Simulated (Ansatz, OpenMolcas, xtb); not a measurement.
# SiCl2 (SMILES Cl[Si]Cl): the vertical energy of the triplet above the singlet, rung by rung

The species is SiCl2 (3 atoms), meant as a singlet with charge 0. As SMILES, `Cl[Si]Cl`. The coordinates come from a PBE0-D4/def2-TZVP relaxation.

```xyz
3

Cl    0.2938    1.6038    0.3380
Si   -0.7701   -0.0104   -0.4220
Cl    0.4763   -1.5934    0.0840
```

Quantity: the vertical energy of the triplet above the singlet, in eV. The values are calculated.

```
                             level                kind     program  value (eV)  CPU time (all runs)
                          GFN2-xTB      semi-empirical         xtb        2.67            under 2 s
HF/cc-pVTZ, open shells restricted        Hartree–Fock  OpenMolcas        1.74                 49 s
                        HF/cc-pVTZ        Hartree–Fock  OpenMolcas        1.68                 38 s
                     SVWN5/cc-pVTZ                 LDA  OpenMolcas        2.52                 58 s
                    revPBE/cc-pVTZ                 GGA  OpenMolcas        2.29                 76 s
                      TPSS/cc-pVTZ            meta-GGA  OpenMolcas        2.24                 93 s
                     B3LYP/cc-pVTZ       global hybrid  OpenMolcas        2.48                 75 s
                        FCI/STO-3G  exact in the basis      Ansatz        2.63               0.95 s
```

The values span 1.68 to 2.67 eV. The xTB rows lack spin polarisation, so open shells miss the exchange term that lowers them. High-level rows in very small sets aren't better than simpler rows in larger ones. CPU times are rough (shared hosts, several kinds of processor): they show what a rung costs within a factor of a few.
